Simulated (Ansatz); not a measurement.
Species: cyanoethylene, C3H3N, charge 0, multiplicity 1. 
Coordinates optimised at B3LYP-D3(BJ)/def2-TZVP (Ansatz, a first-principles code):
SMILES: N#CC=C
```xyz
7

C     -0.1624    -1.6316     0.0047
C      0.5687    -0.5193    -0.0022
C     -0.0050     0.7858    -0.0018
H     -1.2435    -1.6002     0.0112
H      0.3125    -2.6029     0.0041
H      1.6516    -0.5573    -0.0087
N     -0.4469     1.8501    -0.0016
```

Basis-set convergence of Hartree-Fock and MP2 correlation energies (hartree) with Ansatz. Cores are frozen in the correlated levels unless marked. No spin-orbit coupling. Non-relativistic.

The Hartree-Fock reference is unstable (checked in the largest basis), which strains HF and MP2. 

```
basis        functions       E(HF)  E(corr, MP2)
-----------  ---------  ----------  ------------
aug-cc-pVDZ        119  -169.78850      -0.55795
aug-cc-pVTZ        253           ?             ?
```

**Question.** What belongs in the gaps?

**Answer.** 
- aug-cc-pVTZ, E(HF): -169.82806
- aug-cc-pVTZ, E(corr, MP2): -0.66501
